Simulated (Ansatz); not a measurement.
Total energies of `CBC`.

```xyz
10

C    -1.1031   -0.7860    0.2726
B     0.3875   -0.4190    0.0087
C     0.8770    1.0317   -0.2765
H    -1.1842   -0.9226    1.3630
H    -1.4015   -1.7459   -0.1564
H    -1.8258   -0.0148   -0.0039
H     1.2041   -1.3040    0.0247
H     1.8546    1.2600    0.1555
H     0.1643    1.8191   -0.0203
H     1.0269    1.0814   -1.3673
```

Total charge 0; spin multiplicity 1. The structure was optimised at the PBE0-D4/def2-TZVP level. Basis def2-TZVPP, Ansatz.

RPA on PBE orbitals: Hartree–Fock energy of these orbitals -104.50821 Eh, correlation -0.82281 Eh (frozen core).

| functional | energy without D4 (Eh) | D4 term (kJ/mol) |
| --- | --- | --- |
| LDA (SPW92) | -104.22891 | – |
| PBE | -105.14054 | -11.8 |
| revPBE | -105.27560 | -42.4 |
| BLYP | -105.24040 | -26.7 |
| r2SCAN | -105.23674 | -2.9 |
| B97M-V | -105.32478 | – |
| PBE0 | -105.16842 | -9.8 |
| B3LYP | -105.32612 | -18.8 |
| r2SCANh | -105.23456 | -3.0 |
| r2SCAN0 | -105.23180 | -3.3 |
| HSE06 (plane-wave form) | -105.16082 | -9.0 |
| BHLYP | -105.24628 | -12.8 |
| CAM-B3LYP | -105.24267 | -9.7 |
| LC-ωPBE | -105.24195 | – |
| ωB97X-V | -105.28063 | – |
| ωB97M-V | -105.23558 | – |
| B2PLYP | -105.20005 | – |
| PBE-QIDH | -105.15407 | – |

B3LYP takes the VWN-RPA correlation (the form of Gaussian; ORCA's B3LYP/G). HSE06 is the plane-wave form, built on full-range PBE exchange. The double hybrids freeze the cores in their second-order part.

LC-ωPBE has ω = 0.4 bohr⁻¹.
